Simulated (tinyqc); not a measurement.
UHF in the sto-3g basis, for LiH, spin multiplicity 3, step by step. One step of it, computed by the program tinyqc.

Question. Iteration 2: building the Fock matrix. J_ij = sum D_kl (ij|kl) with D = D(alpha) + D(beta), K_ij = sum D_kl (ik|jl) for each spin; F = H + J - K(s); E = tr D H + tr D J / 2 - 0.5 sum_s tr D(s) K(s) + E_nn.

D(alpha) after iteration 1, order 1Li 1s, 1Li 2s, 1Li 2px, 1Li 2py, 1Li 2pz, 2H 1s:
```
[[1.061615, -0.257410, 0.000000, 0.000000, 0.030563, 0.014133],
 [-0.257410, 1.079687, 0.000000, 0.000000, -0.134122, -0.111690],
 [0.000000, 0.000000, 0.000000, 0.000000, 0.000000, 0.000000],
 [0.000000, 0.000000, 0.000000, 0.000000, 0.000000, 0.000000],
 [0.030563, -0.134122, 0.000000, 0.000000, 0.220370, 0.348880],
 [0.014133, -0.111690, 0.000000, 0.000000, 0.348880, 0.562585]]
```

D(beta) after iteration 1, order 1Li 1s, 1Li 2s, 1Li 2px, 1Li 2py, 1Li 2pz, 2H 1s:
```
[[0.990869, 0.018466, 0.000000, 0.000000, 0.003259, -0.003085],
 [0.018466, 0.000344, 0.000000, 0.000000, 0.000061, -0.000057],
 [0.000000, 0.000000, 0.000000, 0.000000, 0.000000, 0.000000],
 [0.000000, 0.000000, 0.000000, 0.000000, 0.000000, 0.000000],
 [0.003259, 0.000061, 0.000000, 0.000000, 0.000011, -0.000010],
 [-0.003085, -0.000057, 0.000000, 0.000000, -0.000010, 0.000010]]
```

core Hamiltonian H = T + V (hartree), order 1Li 1s, 1Li 2s, 1Li 2px, 1Li 2py, 1Li 2pz, 2H 1s:
```
[[-4.644786, -1.042138, 0.000000, 0.000000, -0.008389, -0.074080],
 [-1.042138, -1.334733, 0.000000, 0.000000, -0.086954, -0.380646],
 [0.000000, 0.000000, -1.085749, 0.000000, 0.000000, 0.000000],
 [0.000000, 0.000000, 0.000000, -1.085749, 0.000000, 0.000000],
 [-0.008389, -0.086954, 0.000000, 0.000000, -1.151206, -0.527559],
 [-0.074080, -0.380646, 0.000000, 0.000000, -0.527559, -1.182572]]
```

Two-electron integrals (ij|kl) in chemists' order, unique and non-zero (hartree):
```
(11|11) 1.680395   (21|11) 0.265420   (21|21) 0.049941   (22|11) 0.397727
(22|21) 0.092860   (22|22) 0.290562   (31|31) 0.008981   (32|31) 0.013788
(32|32) 0.064184   (33|11) 0.396640   (33|21) 0.092880   (33|22) 0.290497
(33|33) 0.312946   (41|41) 0.008981   (42|41) 0.013788   (42|42) 0.064184
(43|43) 0.016869   (44|11) 0.396640   (44|21) 0.092880   (44|22) 0.290497
(44|33) 0.279207   (44|44) 0.312946   (51|51) 0.008981   (52|51) 0.013788
(52|52) 0.064184   (53|53) 0.016869   (54|54) 0.016869   (55|11) 0.396640
(55|21) 0.092880   (55|22) 0.290497   (55|33) 0.279207   (55|44) 0.279207
(55|55) 0.312946   (61|11) 0.017346   (61|21) 0.003306   (61|22) 0.006350
(61|33) 0.006270   (61|44) 0.006270   (61|51) 0.000441   (61|52) 0.000862
(61|55) 0.006512   (61|61) 0.000245   (62|11) 0.074945   (62|21) 0.017873
(62|22) 0.063954   (62|33) 0.060198   (62|44) 0.060198   (62|51) 0.002732
(62|52) 0.020227   (62|55) 0.071408   (62|61) 0.001450   (62|62) 0.028642
(63|31) 0.001015   (63|32) 0.005633   (63|53) 0.002654   (63|63) 0.001453
(64|41) 0.001015   (64|42) 0.005633   (64|54) 0.002654   (64|64) 0.001453
(65|11) 0.103793   (65|21) 0.024892   (65|22) 0.091307   (65|33) 0.085044
(65|44) 0.085044   (65|51) 0.004195   (65|52) 0.031274   (65|55) 0.103750
(65|61) 0.002060   (65|62) 0.043706   (65|65) 0.067059   (66|11) 0.238642
(66|21) 0.057522   (66|22) 0.226590   (66|33) 0.207828   (66|44) 0.207828
(66|51) 0.008340   (66|52) 0.081254   (66|55) 0.263983   (66|61) 0.004693
(66|62) 0.134430   (66|65) 0.210330   (66|66) 0.774606
```

nuclear repulsion = 0.71607200 hartree

Give: Coulomb J; exchange K(alpha); exchange K(beta); F(alpha); F(beta); total energy of this density.

Answer.

Coulomb J (hartree), order 1Li 1s, 1Li 2s, 1Li 2px, 1Li 2py, 1Li 2pz, 2H 1s:
```
[[4.0294, 0.6875, 0.0000, 0.0000, 0.0039, 0.0459],
 [0.6875, 1.3268, 0.0000, 0.0000, 0.0468, 0.3246],
 [0.0000, 0.0000, 1.3079, 0.0000, 0.0000, 0.0000],
 [0.0000, 0.0000, 0.0000, 1.3079, 0.0000, 0.0000],
 [0.0039, 0.0468, 0.0000, 0.0000, 1.3575, 0.4699],
 [0.0459, 0.3246, 0.0000, 0.0000, 0.4699, 1.2966]]
```

exchange K(alpha) (hartree), order 1Li 1s, 1Li 2s, 1Li 2px, 1Li 2py, 1Li 2pz, 2H 1s:
```
[[1.7034, 0.2703, 0.0000, 0.0000, 0.0016, 0.0210],
 [0.2703, 0.3495, 0.0000, 0.0000, 0.0040, 0.1506],
 [0.0000, 0.0000, 0.0769, 0.0000, 0.0000, 0.0000],
 [0.0000, 0.0000, 0.0000, 0.0769, 0.0000, 0.0000],
 [0.0016, 0.0040, 0.0000, 0.0000, 0.2440, 0.2508],
 [0.0210, 0.1506, 0.0000, 0.0000, 0.2508, 0.5863]]
```

exchange K(beta) (hartree), order 1Li 1s, 1Li 2s, 1Li 2px, 1Li 2py, 1Li 2pz, 2H 1s:
```
[[1.6748, 0.2711, 0.0000, 0.0000, 0.0010, 0.0182],
 [0.2711, 0.0529, 0.0000, 0.0000, 0.0003, 0.0036],
 [0.0000, 0.0000, 0.0094, 0.0000, 0.0000, 0.0000],
 [0.0000, 0.0000, 0.0000, 0.0094, 0.0000, 0.0000],
 [0.0010, 0.0003, 0.0000, 0.0000, 0.0094, 0.0005],
 [0.0182, 0.0036, 0.0000, 0.0000, 0.0005, 0.0003]]
```

F(alpha) (hartree), order 1Li 1s, 1Li 2s, 1Li 2px, 1Li 2py, 1Li 2pz, 2H 1s:
```
[[-2.3187, -0.6250, 0.0000, 0.0000, -0.0060, -0.0492],
 [-0.6250, -0.3574, 0.0000, 0.0000, -0.0442, -0.2066],
 [0.0000, 0.0000, 0.1453, 0.0000, 0.0000, 0.0000],
 [0.0000, 0.0000, 0.0000, 0.1453, 0.0000, 0.0000],
 [-0.0060, -0.0442, 0.0000, 0.0000, -0.0376, -0.3085],
 [-0.0492, -0.2066, 0.0000, 0.0000, -0.3085, -0.4722]]
```

F(beta) (hartree), order 1Li 1s, 1Li 2s, 1Li 2px, 1Li 2py, 1Li 2pz, 2H 1s:
```
[[-2.2901, -0.6257, 0.0000, 0.0000, -0.0055, -0.0464],
 [-0.6257, -0.0608, 0.0000, 0.0000, -0.0405, -0.0597],
 [0.0000, 0.0000, 0.2128, 0.0000, 0.0000, 0.0000],
 [0.0000, 0.0000, 0.0000, 0.2128, 0.0000, 0.0000],
 [-0.0055, -0.0405, 0.0000, 0.0000, 0.1969, -0.0582],
 [-0.0464, -0.0597, 0.0000, 0.0000, -0.0582, 0.1137]]
```

total energy of this density = -7.738232 hartree
